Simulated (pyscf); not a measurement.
This saddle point was located with ωB97X-D3(BJ)/def2-SVP in PySCF.

```xyz
10

C     -2.1728    -0.7800     0.4703
O     -0.8094     0.2341    -0.1280
H     -1.7647    -1.7820     0.3111
H     -3.0358    -0.5531    -0.1660
H     -2.3117    -0.5273     1.5277
H     -1.1961     1.1107     0.0226
C      0.7772     0.7420    -0.8136
H      0.5587     1.2994    -1.7316
H      1.2814     1.3290    -0.0374
H      1.2407    -0.2319    -0.9943
```
Charge 0, spin multiplicity 2.

Surface: doublet, charge 0. Lowest wavenumbers (cm⁻¹): 1164i, 91, 112, 193, 292.

Task: Name the species on either side of this saddle.

Result: methyl (CH₃•) + methanol (H₃C–OH) <-> methanol (H₃C–OH) + methyl (CH₃•), a substitution at O read from left to right: C–O broken and C–O formed. At ωB97M-D3(BJ)/def2-TZVP it lies +42.3 kcal/mol from the left side and +42.3 kcal/mol from the right (each side as separated species at their lowest minima found). The same reactants have a lower exit, to H₃C–O• + CH₄ (barrier +10.7 kcal/mol at ωB97M-D3(BJ)/def2-TZVP, against +42.3 kcal/mol here). This is the saddle that the search found; another between the same sides may lie lower. The angle at the attacked O is 162°.
